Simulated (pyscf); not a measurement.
Single points on ωB97X-D3(BJ)/def2-SVP structures (PySCF, gas phase). MP2 and CC: frozen core, UHF for open shells. ΔMP2 is the change of the MP2 total energy from the triple- to the quadruple-zeta basis.

SMILES: [O]=[Zr]([Cl])[OH]
```xyz
5

O      1.4848     1.1228    -0.7189
Zr     0.3900    -0.0540    -0.0667
O      1.1160    -1.0641     1.4334
Cl    -1.4139    -0.8028    -1.4735
H      1.8881    -1.2056     1.9876
```
Charge 0, spin multiplicity 1.

Question: What is the homolytic dissociation enthalpy (298 K, CCSD(T)/def2-TZVPP + ΔMP2(QZVPP)) of the O–Zr bond of O=Zr(OH)–Cl, to [O=Zr–Cl]• + OH•?

Answer: O–Zr to [O=Zr–Cl]• + OH•: 126.0 kcal/mol. The radicals are drawn with the spin at the cut bond; how far it spreads was not checked. The CCSD(T) − MP2 part came from Ansatz, without density fitting, on the same reference. The frozen core leaves the outer d or s,p core shells of the metals and heavy elements correlated in the MP2 and CC values, and def2-TZVPP describes them poorly, which can shift differences by a few kcal/mol. Left out: the spin-orbit lowering of OH. Open-shell species with a d-block atom are single-reference here; other states, and whether the spin sits on metal or ligand, were not checked. Elements past Kr carry the def2 core potentials, without spin-orbit coupling.
